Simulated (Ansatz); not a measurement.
**CH2BN (SMILES BC#N) at 6 levels**

Aim: a comparison of 6 runs (UHF/STO-3G, BLYP/STO-3G, UPBE0/STO-3G, RPA@PBE/STO-3G, UMP2/STO-3G, UCCSD(T)/STO-3G) of CH2BN. 

The calculation is run with Ansatz 0.2.0.

73 further runs of the same task are left out: 73 set aside as unsound or not needed.

### Step 1. The molecule

The species is CH2BN (5 atoms), meant as a singlet with charge 0. SMILES: `BC#N`. The C2–B1 distance was set to 1.902 Å, away from the relaxed value.

Bond lengths: B1–C2 1.902 Å, C2–N3 1.154 Å, B1–H4 1.189 Å, B1–H5 1.189 Å. Angles: B1–C2–N3 180.0°, C2–B1–H4 118.9°, C2–B1–H5 118.9°, H4–B1–H5 122.2°.

### Step 2. A single-point energy at UHF/STO-3G (run 1)

Input file input.yaml:

```yaml
crystal:
  periodic: [false, false, false]
  atoms:
    - {symbol: B, position_ang: [-0.362164, 0.725779, -0.550034]}
    - {symbol: C, position_ang: [0.352700, -0.696700, 0.490700]}
    - {symbol: N, position_ang: [0.786500, -1.559600, 1.122200]}
    - {symbol: H, position_ang: [-0.887264, 0.471879, -1.585734]}
    - {symbol: H, position_ang: [-0.268864, 1.838479, -0.142834]}
basis:
  gaussian: {orbitals: STO-3G}
magnetization: {spin_polarized: true, initial_magnetization: 0}
hamiltonian: {xc: hf}
accuracy: high
```

Started as:

```bash
ansatz run input.yaml --threads 1 --pin off --max-ram 2610MiB --events-out events.jsonl --progress --plain --runs-dir runs
```

Log:

```text
Warning: RAYON_NUM_THREADS=1 ignored (pool sized by the plan → 1); use --threads N
Functional definition: HF
  name "HF"
  exchange = exact_x
  correlation = 0
291 factors; integrals over basis functions are off by at most 2.4e-8 eV
mean field evaluation 1: about -3169.1700 eV, gradient 2.2e1 eV
mean field evaluation 2: about -3169.1750 eV, gradient 2.2e1 eV
mean field evaluation 4: about -3172.4765 eV, gradient 2.0e0 eV
mean field evaluation 8: about -3172.5226 eV, gradient 2.5e-2 eV
mean field evaluation 16: about -3161.7142 eV, gradient 2.3e1 eV
mean field evaluation 32: about -3171.7324 eV, gradient 4.1e0 eV
mean field -3172.52255671 eV, -116.5880535461 hartree, gradient 1.3e-8 eV, S^2 0.000000; 0 other end points of the search recorded, 0 dependent functions left out
reference -3172.52255671 eV, -116.5880535461 hartree; 10, 10 occupied and 7, 7 virtual orbitals, 291 factors
Total energy: -3172.52255671 eV, -116.5880535461 hartree
```

It took 0.12 s on 1 thread of Arm Neoverse V1, shared host.

### Step 3. The energy at BLYP/STO-3G (run 2)

Input file in.yaml:

```yaml
crystal:
  periodic: [false, false, false]
  atoms:
    - {symbol: B, position_ang: [-0.362164, 0.725779, -0.550034]}
    - {symbol: C, position_ang: [0.352700, -0.696700, 0.490700]}
    - {symbol: "N", position_ang: [0.786500, -1.559600, 1.122200]}
    - {symbol: H, position_ang: [-0.887264, 0.471879, -1.585734]}
    - {symbol: H, position_ang: [-0.268864, 1.838479, -0.142834]}
basis:
  gaussian:
    orbitals: STO-3G
hamiltonian:
  xc: {name: BLYP}
accuracy: high
```

Started as:

```bash
ansatz run in.yaml --threads 1 --pin off --max-ram 2610MiB --events-out events.jsonl --progress --plain --runs-dir runs
```

Log:

```text
Warning: RAYON_NUM_THREADS=1 ignored (pool sized by the plan → 1); use --threads N
Functional definition: BLYP
  name "BLYP"
  parameter beta = 0.0042
  parameter a = 0.04918
  parameter b = 0.132
  parameter c = 0.2533
  parameter d = 0.349
  exchange = b88_x(beta = beta)
  correlation = lyp_c(a = a, b = b, c = c, d = d)
291 factors; integrals over basis functions are off by at most 2.4e-8 eV
mean field evaluation 1: about -3188.4804 eV, gradient 2.7e1 eV
mean field evaluation 2: about -3101.7276 eV, gradient 1.3e2 eV
mean field evaluation 4: about -3190.5891 eV, gradient 3.8e0 eV
mean field evaluation 8: about -3190.5303 eV, gradient 2.0e-1 eV
mean field evaluation 16: about -3190.5306 eV, gradient 1.2e-7 eV
mean field -3190.53057364 eV, -117.2498359621 hartree, gradient 3.3e-8 eV, S^2 0.000000; 0 other end points of the search recorded, 0 dependent functions left out
reference -3190.53060726 eV, -117.2498371975 hartree; 10, 10 occupied and 7, 7 virtual orbitals, 291 factors
Total energy: -3190.53060726 eV, -117.2498371975 hartree
```

Wall time 0.87 s (1 thread of Arm Neoverse V1, shared host).

### Step 4. A single-point energy at UPBE0/STO-3G (run 3)

Input file job.yaml:

```yaml
crystal:
  periodic: [false, false, false]
  atoms:
    - {symbol: B, position_ang: [-0.362164, 0.725779, -0.550034]}
    - {symbol: C, position_ang: [0.352700, -0.696700, 0.490700]}
    - {symbol: N, position_ang: [0.786500, -1.559600, 1.122200]}
    - {symbol: H, position_ang: [-0.887264, 0.471879, -1.585734]}
    - {symbol: H, position_ang: [-0.268864, 1.838479, -0.142834]}
basis:
  gaussian: {orbitals: STO-3G}
magnetization: {spin_polarized: true, initial_magnetization: 0}
hamiltonian: {xc: {name: PBE0}}
accuracy: high
```

Started as:

```bash
ansatz run job.yaml --threads 1 --pin off --max-ram 2610MiB --events-out events.jsonl --progress --plain --runs-dir runs
```

Log:

```text
Warning: RAYON_NUM_THREADS=1 ignored (pool sized by the plan → 1); use --threads N
Functional definition: PBE0
  name "PBE0"
  parameter a = 0.25
  parameter kappa = 0.804
  parameter beta = 0.06672455060314922
  exchange = (1 - a)*pbe_x(kappa = kappa, mu = beta*pi^2/3) + a*exact_x
  correlation = pbe_c(beta = beta)
291 factors; integrals over basis functions are off by at most 2.4e-8 eV
mean field evaluation 1: about -3185.8852 eV, gradient 2.0e1 eV
mean field evaluation 2: about -3177.4245 eV, gradient 4.5e1 eV
mean field evaluation 4: about -3188.1858 eV, gradient 1.0e0 eV
mean field evaluation 8: about -3188.1045 eV, gradient 2.8e-3 eV
mean field evaluation 16: about -3188.1045 eV, gradient 1.9e-8 eV
mean field -3188.10446649 eV, -117.1606781686 hartree, gradient 1.9e-8 eV, S^2 0.000000; 0 other end points of the search recorded, 0 dependent functions left out
reference -3188.10446767 eV, -117.1606782121 hartree; 10, 10 occupied and 7, 7 virtual orbitals, 291 factors
Total energy: -3188.10446767 eV, -117.1606782121 hartree
```

It took 1.4 s on 1 thread of Arm Neoverse V1, shared host; peak memory 0.12 GiB.

Runs 4 to 5 aren't shown in full; the table further down has their settings and results.

### Step 5. The energy at UCCSD(T)/STO-3G (run 6)

Input file input.yaml:

```yaml
basis:
  gaussian: {orbitals: STO-3G}
crystal:
  periodic: [false, false, false]
  atoms:
    - {symbol: B, position_ang: [-0.362164, 0.725779, -0.550034]}
    - {symbol: C, position_ang: [0.352700, -0.696700, 0.490700]}
    - {symbol: "N", position_ang: [0.786500, -1.559600, 1.122200]}
    - {symbol: H, position_ang: [-0.887264, 0.471879, -1.585734]}
    - {symbol: H, position_ang: [-0.268864, 1.838479, -0.142834]}
total_charge: 0
magnetization: {spin_polarized: true, initial_magnetization: 0}
correlation: {method: ccsd_t, frozen_orbitals: {B: 1, C: 1, H: 0, "N": 1}}
accuracy: high
scf: {omitted_lower_state_checks: [cluster_reference, increment]}
```

Started as:

```bash
ansatz run input.yaml --threads 1 --pin off --max-ram 2610MiB --events-out events.jsonl --progress --plain --runs-dir runs
```

Log, shortened:

```text
Warning: RAYON_NUM_THREADS=1 ignored (pool sized by the plan → 1); use --threads N
Functional definition: HF
  name "HF"
[...]
291 factors; integrals over basis functions are off by at most 2.4e-8 eV
[...]
mean field -3172.52255671 eV, -116.5880535461 hartree, gradient 1.3e-8 eV, S^2 0.000000; 2 other end points of the search recorded, 0 dependent functions left out
3 core orbitals not correlated: weight in the atoms' cores, before any rotation towards them, 1.000 or more for the frozen orbitals, at most 0.000 for the correlated occupied ones
reference -3172.52255671 eV, -116.5880535461 hartree; 7, 7 occupied and 7, 7 virtual orbitals, 291 factors
second order -5.10117493 eV of doubles, -0.00000000 eV of singles
cycle   1  -5.23596401 eV  change   -1.3e-1 eV  update   7.3e-2
[...]
cycle  21  -5.63627960 eV  change   8.8e-10 eV  update  5.9e-10
perturbative correction -0.06883430 eV, -0.0025296138 hartree
Total energy: -3178.22767061 eV, -116.7977126147 hartree
Checks for a lower state left out: cluster_reference, increment
```

Run time: 0.26 s. Hardware: 1 thread of Arm Neoverse V1, shared host.

### Step 6. Overview of the runs

```
run            level  frozen core orbitals  energy (Eh)  wall time
  1       UHF/STO-3G                     –  -116.588054     0.12 s
  2      BLYP/STO-3G                     –  -117.249837     0.87 s
  3     UPBE0/STO-3G                     –  -117.160678      1.4 s
  4   RPA@PBE/STO-3G                     3  -116.878806      1.3 s
  5      UMP2/STO-3G                     3  -116.775518     0.14 s
  6  UCCSD(T)/STO-3G                     3  -116.797713     0.26 s
```

### Step 7. Summary of results

```
                                          quantity          value
                               run 6: total energy  -116.79771 Eh
run 6: correlation energy (3 core orbitals frozen)     -209.7 mEh
                             run 6: (T) correction      -2.53 mEh
                              run 6: T1 diagnostic          0.009
```

Below the UHF energy at the same shape and in the same basis (STO-3G): UMP2 -187.5 mEh; UCCSD(T) -209.7 mEh. Totals of different functionals can't be ranked against each other. In runs 1, 2, 3, 4, 5, 6 the basis is minimal, so the values are rough. All runs together took 4.1 s, the longest 1.4 s.
